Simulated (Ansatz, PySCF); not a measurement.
This singlet lies 2.98 eV below the relaxed triplet at the level composite: frozen-core CCSD(T) with HF/cc-pVQZ and the correlation energy extrapolated as X^-3 from cc-pVTZ and cc-pVQZ, plus CCSDT(Q) minus CCSD(T) in cc-pVDZ // B3LYP-D3(BJ)/def2-TZVP (Ansatz, a quantum-chemistry and plane-wave program).

B3LYP has the VWN-RPA correlation part, as in Gaussian. 

Cartesian coordinates (Å):
SMILES: C=C
```xyz
6

C      0.6614    -0.0313     0.0145
C     -0.6614     0.0313    -0.0145
H      1.2152     0.0408     0.9429
H      1.2461    -0.1573    -0.8888
H     -1.2461     0.1573     0.8888
H     -1.2152    -0.0408    -0.9429
```
Charge 0, multiplicity 1.

What total energy, LUMO, HOMO, HOMO–LUMO gap and dipole moment does B3LYP-D3(BJ)/def2-TZVP run with PySCF 2.14.0 give?


```yaml
total_energy: -78.6278 Ha
LUMO: -0.14 eV
HOMO: -7.66 eV
HOMO–LUMO gap: 7.52 eV
dipole_moment: 0.000 e·Å
```
